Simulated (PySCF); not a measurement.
**HB–CH, quartet in cc-pVDZ: errors against RCCSDT**

Geometry: a PBE0/def2-TZVP stationary point for this spin, not checked as a minimum.

```json
{"atom": "B", "x (Å)": "0.0000", "y (Å)": "-0.1048", "z (Å)": "0.8024"}
{"atom": "C", "x (Å)": "0.0000", "y (Å)": "-0.0446", "z (Å)": "-0.7232"}
{"atom": "H", "x (Å)": "0.0000", "y (Å)": "0.8949", "z (Å)": "1.4725"}
{"atom": "H", "x (Å)": "0.0000", "y (Å)": "0.7607", "z (Å)": "-1.4612"}
```

Basis cc-pVDZ; PySCF 2.14.0. Only valence electrons are correlated (noble-gas cores frozen), which leaves 9 electrons in 36 orbitals. R marks a restricted (for open shells ROHF) determinant, U an unrestricted one.

Full CI isn't at hand for all of this; RCCSDT serves as the reference. It lacks quadruple excitations, which often exceed the step from CCSD(T) to CCSDT. The frozen core follows each run's orbitals, which can shift R against U totals by a few meV.

The UHF ⟨S²⟩ is 3.760. The T1 diagnostic (ROHF- or RHF-based CCSD) is 0.0202 and the largest doubles amplitude (ROHF- or RHF-based CCSD) is 0.023. The T1 diagnostic (UCCSD) is 0.0174.

| level | E − E(RCCSDT) (mEh) | share of correlation (%) | wall time |
| --- | --- | --- | --- |
| RHF | 181.82 | 0.00 | – |
| UHF | 177.39 | 2.44 | – |
| RMP2 | 36.08 | 80.16 | – |
| UMP2 | 36.36 | 80.00 | – |
| RCCSD | 5.00 | 97.25 | – |
| UCCSD | 4.89 | 97.31 | – |
| RCCSD(T) | 0.91 | 99.50 | 1.8 s |
| UCCSD(T) | 0.88 | 99.52 | 1.5 s |
| UCCSDT | -0.04 | 100.02 | 2.2 min |

The correlation energy at RCCSDT, counted from RHF, is -4.948 eV. That run took 2.4 min on 1 thread of Arm Neoverse V1, shared host.

Times are those of the correlated step on a shared host, with one SCF added for the restricted CCSD run; they ran on 1 thread of Arm Neoverse V1.
